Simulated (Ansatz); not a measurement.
**Two structures, one formula**

The two ends of one reaction step of CH$_{5}$BO, closed shell (PBE0-D4/def2-TZVP).

A:

B1  (-1.623, -0.563, -1.323)
C2  (0.972, 0.342, 0.794)
O3  (-1.409, -1.739, -1.402)
H4  (0.809, -0.682, 0.458)
H5  (-1.838, 0.587, -1.251)
H6  (1.844, 0.374, 1.447)
H7  (1.147, 0.988, -0.067)
H8  (0.099, 0.692, 1.344)
(Å)

B:

```
8
angstrom
B -0.6065 -0.0948 -0.4693
C 0.4631 0.5660 0.4630
O -0.6290 -1.4167 -0.7640
H 0.0799 -1.9097 -0.3404
H -1.4785 0.5527 -0.9813
H 1.2035 -0.1255 0.8769
H 0.9983 1.3515 -0.0821
H -0.0307 1.0764 1.2971
```

Program: Ansatz 0.2.0. Basis: def2-TZVPP. Cores are frozen in the correlated methods. B3LYP uses VWN-RPA correlation.

Question: Which structure is lower at CCSD(T), and by how much? (Judge from chemistry; the value comes from the calculation.)

Answer: Computed: B, by 0.425 eV (electronic energy, against the other). By their contacts, A is a complex of BHO ([BH][O]) + CH₄ and B is CH₅BO ([CH3][BH][OH]).

All methods give the same order:

```json
{"method": "SPW92", "E(B) − E(A) (eV)": "-0.872"}
{"method": "PBE-D4", "E(B) − E(A) (eV)": "-0.496"}
{"method": "BLYP-D4", "E(B) − E(A) (eV)": "-0.252"}
{"method": "r2SCAN-D4", "E(B) − E(A) (eV)": "-0.540"}
{"method": "B97M-V", "E(B) − E(A) (eV)": "-0.507"}
{"method": "PBE0-D4", "E(B) − E(A) (eV)": "-0.643"}
{"method": "B3LYP-D4", "E(B) − E(A) (eV)": "-0.406"}
{"method": "r2SCAN0-D4", "E(B) − E(A) (eV)": "-0.656"}
{"method": "BHLYP-D4", "E(B) − E(A) (eV)": "-0.561"}
{"method": "CAM-B3LYP-D4", "E(B) − E(A) (eV)": "-0.496"}
{"method": "wB97X-V", "E(B) − E(A) (eV)": "-0.550"}
{"method": "wB97M-V", "E(B) − E(A) (eV)": "-0.501"}
{"method": "B2PLYP", "E(B) − E(A) (eV)": "-0.358"}
{"method": "PBE-QIDH", "E(B) − E(A) (eV)": "-0.621"}
{"method": "RPA on PBE", "E(B) − E(A) (eV)": "-0.335"}
{"method": "HF", "E(B) − E(A) (eV)": "-0.480"}
{"method": "MP2", "E(B) − E(A) (eV)": "-0.372"}
{"method": "CCSD", "E(B) − E(A) (eV)": "-0.465"}
{"method": "CCSD(T)", "E(B) − E(A) (eV)": "-0.425"}
```

T1 diagnostic: at most 0.016.

Labels in which every atom is bracketed show which atoms are joined, not bond orders.

For scale, one of the runs: CCSD(T)/def2-TZVPP, 163 basis functions, launched by `ansatz run in.yaml --threads 2 --pin off --events-out ev --progress --plain --max-ram 4352MiB`. The run took 18 s on 2 CPU threads of an Arm Neoverse V2 (shared host), with 1.3 GiB of host memory at its peak.
